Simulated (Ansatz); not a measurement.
Results of LDA (Ansatz, an electronic-structure program, plane waves, PAW) for bcc Cs.

A relaxed, unreconstructed slab of the (111) face has 12 atoms, two equal faces of 57.494 Å² each and an energy of -66057.5994 eV. A bulk cell of 3 atoms with the same orientation and in-plane k mesh has -16514.6011 eV. Energies are extrapolated to zero smearing.

Run with plane-wave cutoff 500 eV, 12×12×1 k mesh (along the axes of the cell as run), Fermi–Dirac smearing 0.1 eV, scalar-relativistic PAW data made under PBE.

Worked out: γ = (E_slab − N E_bulk per atom)/2A = [-66057.5994 − 12 × (-16514.6011/3)]/(2 × 57.494) = 0.0070 eV/Å². With 16.022 J/m² per eV/Å² this is 0.11 J/m², or 0.40 eV per surface cell and face.
